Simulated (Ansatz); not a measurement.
Saddle point of CH₅ClSi, singlet (CH₅ClSi ([CH3][SiH2][Cl]) → SiHCl ([SiH][Cl]) + CH₄; bonds formed: C2–H3; bonds broken: Si1–C2, Si1–H3), PBE0-D4/def2-TZVP structure:

```
atom    x (Å)    y (Å)    z (Å)
 Si1  -0.7368   1.1343  -0.1074
  C2   0.3980  -0.7602  -0.2084
  H3   0.0587   0.4257  -1.1692
  H4  -1.7993   0.3334   0.5439
 Cl5   0.4103   2.0174   1.3746
  H6   1.3476  -0.7789  -0.7436
  H7  -0.2656  -1.5507  -0.5521
  H8   0.5870  -0.8210   0.8624
```

Energies are electronic, without zero-point energy. Barriers and step energies count from the start structure reached by relaxing down the imaginary mode; all methods use the PBE0-D4 structures, on which another method's saddle can fall below an end. Computed with Ansatz 0.2.0 (basis: def2-TZVPP, with def2-QZVPP for the basis limit); correlated methods freeze the cores. B3LYP uses VWN-RPA correlation. Extrapolation: Hartree–Fock as exp(−7.88 √X), correlation as X^−2.97.

```
      method  barrier (kcal/mol)  step energy (kcal/mol)
       SPW92               65.16                   46.36
      PBE-D4                   ?                   42.34
     BLYP-D4               68.83                   38.66
   r2SCAN-D4                   ?                   47.99
      B97M-V               73.83                   43.95
     PBE0-D4               74.13                   46.26
    B3LYP-D4               74.62                   42.34
  r2SCAN0-D4               77.45                   49.43
    BHLYP-D4               83.04                   46.19
CAM-B3LYP-D4               79.11                   45.40
     wB97X-V               80.67                   47.94
     wB97M-V               77.51                   43.73
      B2PLYP               76.91                   44.60
    PBE-QIDH               79.57                   49.61
  RPA on PBE               75.10                   41.83
          HF               95.66                   47.02
         MP2                   ?                   48.50
        CCSD               80.55                   44.95
     CCSD(T)               77.18                   44.65
```

(1) Fill in the withheld barriers. (An estimate is asked for; the value comes from the calculation.)

The T1 diagnostic stays at or below 0.013. The restricted Hartree–Fock reference is unstable towards an unrestricted one at one or more of these structures.

Answers

(1) Computed: MP2 78.67; PBE-D4 67.08; r2SCAN-D4 72.67 kcal/mol. Each is the energy of the saddle less that of the start structure, by the same method.

For comparison, the barrier by CCSD(T) at an estimated basis limit (MP2 extrapolated from triple and quadruple zeta, plus CCSD(T) − MP2 in triple zeta) is 76.96 kcal/mol.

Losses and insertions of silylenes and their heavier kin drive the gas-phase chemistry of silicon and germanium vapour deposition.

Labels in which every atom is bracketed show which atoms are joined, not bond orders.

For scale, one of the runs: CCSD(T)/def2-TZVPP, 185 basis functions, launched by `ansatz run in.yaml --threads 2 --pin off --events-out ev --progress --plain --max-ram 4352MiB`. The run took 37 s on 2 CPU threads of an Arm Neoverse V1 (shared host), with 1.7 GiB of host memory at its peak.
